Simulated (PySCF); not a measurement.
# Magnetic susceptibility: `C1=CC=CC1=O`, C5H4O

Geometry:
| atom | x (Å) | y (Å) | z (Å) |
| --- | --- | --- | --- |
| O1 | 2.314 | 0.234 | -0.209 |
| C2 | 1.120 | 0.106 | -0.113 |
| C3 | 0.100 | 1.203 | 0.044 |
| C4 | -1.105 | 0.617 | 0.111 |
| C5 | -0.953 | -0.867 | 0.005 |
| C6 | 0.343 | -1.184 | -0.126 |
| H7 | 0.353 | 2.261 | 0.088 |
| H8 | -2.068 | 1.117 | 0.225 |
| H9 | -1.795 | -1.560 | 0.034 |
| H10 | 0.803 | -2.166 | -0.226 |

Level of theory: GIAO B3LYP/6-31++G** magnetisability, rotational g tensor and spin-rotation constants, non-relativistic, gas phase in PySCF. Geometry: PBE0-D3(BJ)/def2-SVP.

Task: How diamagnetic is it, and how anisotropic?

Result: Isotropic -530 × 10⁻³⁰ J/T², or -31.9 × 10⁻⁶ cm³/mol; principal values -799, -476, -315 × 10⁻³⁰ J/T², anisotropy 427 × 10⁻³⁰ J/T² (root of half the summed squared differences of the principal values). The susceptibility is in cgs units.

Task: Split it along the inertial axes a, b, c into diamagnetic and paramagnetic parts about the centre of mass, with the quadrupole moment.

Result: 
| axis | χ (10⁻⁶ cm³/mol) | diamagnetic (10⁻⁶ cm³/mol) | paramagnetic (10⁻⁶ cm³/mol) | summed x² of all electrons (Å²) | quadrupole Θ (D Å) |
| --- | --- | --- | --- | --- | --- |
| a | -19.0 | -219.2 | 200.2 | 76.9 | -3.69 |
| b | -28.7 | -358.6 | 330.0 | 44.1 | +6.06 |
| c | -48.1 | -513.4 | 465.3 | 7.6 | -2.37 |

Anisotropies 2χaa − χbb − χcc = +38.9 and 2χbb − χaa − χcc = +9.7 × 10⁻⁶ cm³/mol. Θ is traceless in Buckingham's convention.

Task: And the rotational g tensor?

Result: 
| axis | rotational constant (GHz) | g | nuclear part | electronic part |
| --- | --- | --- | --- | --- |
| a | 8.1744 | -0.1555 | 0.6135 | -0.7690 |
| b | 3.9590 | -0.0679 | 0.5457 | -0.6137 |
| c | 2.6672 | -0.0152 | 0.5678 | -0.5830 |

Asymmetric top; isotopes 12C, 1H, 16O; no vibrational averaging.
